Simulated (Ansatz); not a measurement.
# SiPN+ (doublet): wave-function methods side by side, def2-TZVPP

An exercise on one series of results from a longer session: the logs are not shown, and one member is left open.

The runs use Ansatz 0.2.0, Gaussian basis; def2-TZVPP, core rule «outside noble gas», up to 11 orbitals frozen.

The runs, in order: UHF; ROHF; CCSD(T) on UHF.

2 further runs of the same task are left out: 2 set aside as unsound or not needed.

### What is computed

The geometry is a PBE0/def2-TZVP stationary point (not a proven minimum) of the parent state, kept for this charge and spin.

3 atoms, charge 1, spin multiplicity 2.

Atoms are counted from 1 here; the program's logs count them from 0.

Bond lengths: N1–Si2 1.608 Å, Si2–P3 2.062 Å. Angles: N1–Si2–P3 180.0°.

The first run:

in.yaml

```yaml
crystal:
  periodic: [false, false, false]
  atoms:
    - {symbol: N, position_ang: [0.000000, 0.000000, 1.759600]}
    - {symbol: Si, position_ang: [0.000000, 0.000000, 0.151300]}
    - {symbol: P, position_ang: [0.000000, 0.000000, -1.910900]}
basis:
  gaussian: {orbitals: def2-TZVPP}
total_charge: 1
magnetization: {spin_polarized: true, initial_magnetization: 1}
hamiltonian: {xc: hf}
output: {orbitals: {seedname: orbitals}}
```

The run is started by

```
$ ansatz run in.yaml --threads 1 --pin off --events-out ev --progress --plain --max-ram 4096MiB --backend cpu
```

Among the steps run: UHF; ROHF; CCSD(T) on UHF.

One of the session's tables, all rows but one given; the rest of the session is left out.

```
  method  from UCCSD(T) (meV)
    ROHF             +12581.1
    UMP2              +1986.3
   UCCSD                    ?
UCCSD(T)                    0
```

Estimate the missing values for UCCSD.

**Answer.** from UCCSD(T) (meV): +679.5. In the column «from UCCSD(T) (meV)» it lies between UCCSD(T) (0) and UMP2 (+1986.3).

Left out of the table: UHF (another determinant or state than the rows shown).

Limits of these values: The determinant is far from a pure spin state, so its energy mixes those of several spin states (harmless only where they are near-degenerate, as at dissociation). Warnings: spin contamination; coupled cluster took another determinant than the lowest.
